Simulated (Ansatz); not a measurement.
## How the bulk modulus of 1T (CdI2-type) HfTe2 moves with the method

No measured value is used here.

| level (code) | value (GPa) | cell (Å³/atom) |
|---|---|---|
| LDA (Ansatz) | 33.4 | 27.65 |
| PBEsol (Ansatz) | 25.1 | 28.74 |
| PBEsol+SOC (Ansatz) | 26.3 | 28.67 |
| PBEsol-D3(BJ) (Ansatz) | 43.6 | 26.48 |
| rVV10 (Ansatz) | ? | 31.38 |

Q: Complete the blanks.

A: 
- rVV10 (Ansatz, an electronic-structure program), value (GPa): 27.6

Density-functional levels without +SOC have no spin–orbit coupling. LDA: LDA has no dispersion term either, though it tends to give short spacings of layers, chains or molecules. LDA, PBEsol, PBEsol+SOC, PBEsol-D3(BJ), rVV10: the relaxation could not lower the start's symmetry, so the cell can be a saddle point above a distorted one. PBEsol, PBEsol+SOC: the cell comes from a level without a dispersion term, which matters for the spacing of layers, chains or molecules. Each level is taken at its own relaxed cell. Ansatz's density-functional and Hartree–Fock values are scalar-relativistic unless marked +SOC, with PAW data made under PBE.
